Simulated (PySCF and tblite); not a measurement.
Results of a calculation; reference values are marked as such.
C3H5F, numbered as in [CH2:1]=[CH:2][CH2:3][F:4].

Conformers came from 90 starts (ETKDG and KDG, MMFF94s, GFN2-xTB); geometries are PBE0-D3(BJ)/def2-SVP. Weights use PBE0-D3(BJ)/def2-TZVP energies plus GFN2-xTB zero-point and thermal terms (modes under about 100 cm⁻¹ blended into free rotors). Symmetry numbers and mirror images are counted. Conformers within 4 kcal/mol (GFN2-xTB free energy) were kept, 5 at most. Of two unlike H on one atom, a is the less shielded (PBE0/pcSseg-1). Codes: tblite and PySCF.

An NOE distance is ⟨r⁻⁶⟩^(−1/6) over all pairs of like atoms and, for the average, over conformers.

Torsions listed: C1–C2–C3–F4. Of a mirror pair one member is shown.

| conformer | shape | weight % |
| --- | --- | --- |
| 1 | -132° | 50.2 |
| 2 | 0° | 49.8 |

**Question.** Which H–H contacts under 3.5 Å would NOEs report (pairs on one atom left out) at 298.15 K?

**Answer.** 
```json
{"pair": "H1b ··· H2", "in 1 (Å)": "2.46", "in 2 (Å)": "2.46", "average (Å)": "2.46"}
{"pair": "H2 ··· H3", "in 1 (Å)": "2.79", "in 2 (Å)": "2.54", "average (Å)": "2.65"}
{"pair": "H1a ··· H3", "in 1 (Å)": "2.69", "in 2 (Å)": "3.51", "average (Å)": "2.93"}
{"pair": "H1a ··· H2", "in 1 (Å)": "3.10", "in 2 (Å)": "3.09", "average (Å)": "3.09"}
```

Longer pairs under the limit may be missing.

**Question.** In a model where alignment follows shape alone (order matrix 0.0005 × (3G/tr G − 1)/2, G the second moments of the atom positions; splitting J + 2D), what are the one-bond C–H dipolar couplings D?

**Answer.** H1a 1.4 Hz (1.6 in conformer 1), H1b -4.5 Hz (-4.4 in conformer 1), H2 1.4 Hz (1.6 in conformer 1), H3 1.9 Hz (2.1 in conformer 1).
